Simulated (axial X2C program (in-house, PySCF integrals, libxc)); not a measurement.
Estimating the spin–orbit splitting of the π levels of HCl

Computed with an in-house relativistic program for diatomic molecules. Spin-free means the one-electron spin-free X2C Hamiltonian; two-component (2c) means X2C with spin–orbit coupling and atomic mean-field two-electron Coulomb and Gaunt terms, so the difference of the two also holds small scalar two-electron terms. Basis: Cl dyall-av3z [9s8p3d2f], H dyall-v3z [6s2p1d] (cores contracted in-house); Gaussian nuclei, density fitting, unrestricted open shells. Masses: Cl 34.969 u, H 1.008 u.

Hartree–Fock at 1.282 Å, closed shell. Valence p splittings ε(p3/2) − ε(p1/2) of spherical Dirac–Hartree–Fock atoms with fractionally filled p shells: Cl 3p 0.140 eV.

| filled π level (eV), spin-free | H p share | Cl p share |
| --- | --- | --- |
| -12.96 | 0.05 | 0.94 |

Question: In first order a p shell splits by 3ζ/2 and a π orbital by ζ. Estimate the splitting of each π level from the shares.

Answer: level -12.96 eV: (2/3) × (0.94 × 0.140) = 0.09 eV.

The two-component Hartree–Fock calculation gives:

| ε(ω = 1/2) (eV) | σ share of it | ε(ω = 3/2) (eV) | splitting (eV) | estimate (eV) |
| --- | --- | --- | --- | --- |
| -13.007 | 0.00 | -12.916 | 0.09 | 0.09 |

The estimate leaves out the mixing of π1/2 with σ1/2 levels, which pushes the ω = 1/2 spinor up or down, the d and f parts of the orbital, small shares of the strongly split outer-core p shell of a metal, the Gaunt term (absent from the atomic values), and the change of the atomic p orbitals with charge; Löwdin shares depend on the basis.
